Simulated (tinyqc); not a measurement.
Inside a calculation. Method: Pariser-Parr-Pople SCF with singles CI, for the molecule C=CC=C (SMILES; centres numbered as the heavy atoms are written). Computed by tinyqc, a small Python program that keeps every step. Settings: charge = 0, gamma = MN, start = core, damping = 0, iteration cap = 59, excitations kept = 9. Command: `OMP_NUM_THREADS=1 python tinyqc.py 22422 22423 out.jsonl` (the two numbers bound the seeds that draw the settings). One thread of a shared host (Intel(R) Xeon(R) Processor @ 2.60GHz), about 0.01 s of CPU time with the checks. Later iterations appear only in the table of the cycle.

## PPP integrals

Centres (angstrom, eV; a flat drawing with bonds scaled to 1.40 angstrom):
```
centre          x          y  core charge z          W   gamma_rr
1C      -1.848000  -0.127000              1  11.160000  11.130000
2C      -0.559000   0.421000              1  11.160000  11.130000
3C       0.559000  -0.421000              1  11.160000  11.130000
4C       1.848000   0.127000              1  11.160000  11.130000
```

Resonance integrals (eV):
```
i  j       beta
1  2  -2.390000
2  3  -2.390000
3  4  -2.390000
```

Mataga-Nishimoto: gamma = 14.399645/(R + a), a = 2 x 14.399645/(gamma_rr + gamma_ss); H_rr = -W_r - sum_(s != r) z_s gamma_rs; H_rs = beta for bonds.

repulsion gamma_rs (eV), order 1C, 2C, 3C, 4C:
```
[[11.130000, 5.344246, 3.872270, 2.880801],
 [5.344246, 11.130000, 5.346327, 3.872270],
 [3.872270, 5.346327, 11.130000, 5.344246],
 [2.880801, 3.872270, 5.344246, 11.130000]]
```

core matrix H (eV), order 1C, 2C, 3C, 4C:
```
[[-23.257317, -2.390000, 0.000000, 0.000000],
 [-2.390000, -25.722843, -2.390000, 0.000000],
 [0.000000, -2.390000, -25.722843, -2.390000],
 [0.000000, 0.000000, -2.390000, -23.257317]]
```

## Starting guess

pi electrons, sum of z_r less the charge = 4

Orbitals of the core matrix H.

P at the start, order 1C, 2C, 3C, 4C:
```
[[0.635787, 0.850709, -0.149166, -0.348414],
 [0.850709, 1.364213, 0.348414, -0.149166],
 [-0.149166, 0.348414, 1.364213, 0.850709],
 [-0.348414, -0.149166, 0.850709, 0.635787]]
```

## Iteration 1: Fock matrix

F_rr = H_rr + P_rr gamma_rr / 2 + sum_(s != r) P_ss gamma_rs; F_rs = H_rs - P_rs gamma_rs / 2; E = tr P (H + F) / 2 + core repulsion sum_(r<s) z_r z_s gamma_rs.

F (eV), order 1C, 2C, 3C, 4C:
```
[[-5.314296, -4.663199, 0.288806, 0.501856],
 [-4.663199, -4.977728, -3.321369, 0.288806],
 [0.288806, -3.321369, -4.977728, -4.663199],
 [0.501856, 0.288806, -4.663199, -5.314296]]
```

pi energy = -47.638795 eV

## Iteration 1: orbitals and new P

Diagonalise F (the basis is taken as orthonormal) and form P = 2 sum c c over the lowest orbitals.

orbital energies (eV): [-11.264750, -9.107319, -1.846786, 1.634808]

P after iteration 1, order 1C, 2C, 3C, 4C:
```
[[1.008514, 0.925463, 0.003484, -0.378727],
 [0.925463, 0.991486, 0.378727, 0.003484],
 [0.003484, 0.378727, 0.991486, 0.925463],
 [-0.378727, 0.003484, 0.925463, 1.008514]]
```

## Iteration 2: Fock matrix

As before.

F (eV), order 1C, 2C, 3C, 4C:
```
[[-5.601562, -4.862950, -0.006746, 0.545519],
 [-4.862950, -5.609429, -3.402400, -0.006746],
 [-0.006746, -3.402400, -5.609429, -4.862950],
 [0.545519, -0.006746, -4.862950, -5.601562]]
```

pi energy = -49.334991 eV

## Iteration 2: orbitals and new P

As before.

orbital energies (eV): [-12.289980, -9.417639, -1.777892, 1.063529]

P after iteration 2, order 1C, 2C, 3C, 4C:
```
[[0.999804, 0.926574, -0.000079, -0.376113],
 [0.926574, 1.000196, 0.376113, -0.000079],
 [-0.000079, 0.376113, 1.000196, 0.926574],
 [-0.376113, -0.000079, 0.926574, 0.999804]]
```

## Iteration 3: Fock matrix

As before.

F (eV), order 1C, 2C, 3C, 4C:
```
[[-5.594849, -4.865919, 0.000154, 0.541753],
 [-4.865919, -5.594669, -3.395411, 0.000154],
 [0.000154, -3.395411, -5.594669, -4.865919],
 [0.541753, 0.000154, -4.865919, -5.594849]]
```

pi energy = -49.336018 eV

## Iteration 3: orbitals and new P

As before.

orbital energies (eV): [-12.270458, -9.417153, -1.772718, 1.081293]

P after iteration 3, order 1C, 2C, 3C, 4C:
```
[[1.000005, 0.927010, 0.000002, -0.375036],
 [0.927010, 0.999995, 0.375036, 0.000002],
 [0.000002, 0.375036, 0.999995, 0.927010],
 [-0.375036, 0.000002, 0.927010, 1.000005]]
```

## Convergence

Stop when output and input P, before any damping, agree to 1e-7.

Course of the cycle:
```
iteration        E (eV)  largest |P(out) - P(in)|
1          -47.63879471                  3.73e-01
2          -49.33499064                  8.71e-03
3          -49.33601782                  1.08e-03
4          -49.33603825                  4.40e-04
5          -49.33604158                  1.80e-04
6          -49.33604213                  7.33e-05
7          -49.33604223                  2.99e-05
8          -49.33604224                  1.22e-05
9          -49.33604224                  4.99e-06
10         -49.33604224                  2.04e-06
11         -49.33604225                  8.31e-07
12         -49.33604225                  3.39e-07
13         -49.33604225                  1.39e-07
14         -49.33604225                  5.66e-08
```

Converged in 14 iterations.

## Converged orbitals

Charges are z - P_rr.

orbital energies (eV): [-12.270176, -9.418762, -1.771238, 1.080176]

coefficients, order 1C, 2C, 3C, 4C:
```
[[0.395508, 0.586151, 0.586151, -0.395508],
 [0.586151, 0.395508, -0.395508, 0.586151],
 [0.586151, -0.395508, -0.395508, -0.586151],
 [0.395508, -0.586151, 0.586151, 0.395508]]
```

pi charges: [0.000000, 0.000000, 0.000000, 0.000000]

## Singles CI, singlets

Over the 4 single excitations with the smallest orbital gaps: A = (e_a - e_i) delta + 2 (ia|jb) - (ij|ab), with (pq|rs) = sum c_mp c_mq gamma_mn c_nr c_ns. f = 2/3 w |mu|^2 in atomic units, mu = sqrt2 sum c_ia sum_m c_mi c_ma R_m.

singlet CI matrix (eV), order 2>3, 1>3, 2>4, 1>4:
```
[[5.380358, 0.000000, 0.000000, -0.352830],
 [0.000000, 7.186352, -0.766537, 0.000000],
 [0.000000, -0.766537, 7.186352, 0.000000],
 [-0.352830, 0.000000, 0.000000, 9.698943]]
```

singlet excitation energies (eV): [5.351721, 6.419814, 7.952889, 9.727580]

oscillator strengths: [1.117927, 0.000000, 0.000000, 0.338709]

## Singles CI, triplets

Over the 4 single excitations with the smallest orbital gaps: A = (e_a - e_i) delta - (ij|ab), with (pq|rs) = sum c_mp c_mq gamma_mn c_nr c_ns.

triplet CI matrix (eV), order 2>3, 1>3, 2>4, 1>4:
```
[[1.552120, 0.000000, 0.000000, 1.824807],
 [0.000000, 4.595008, 1.824807, 0.000000],
 [0.000000, 1.824807, 4.595008, 0.000000],
 [1.824807, 0.000000, 0.000000, 6.793535]]
```

triplet excitation energies (eV): [0.979393, 2.770201, 6.419814, 7.366262]
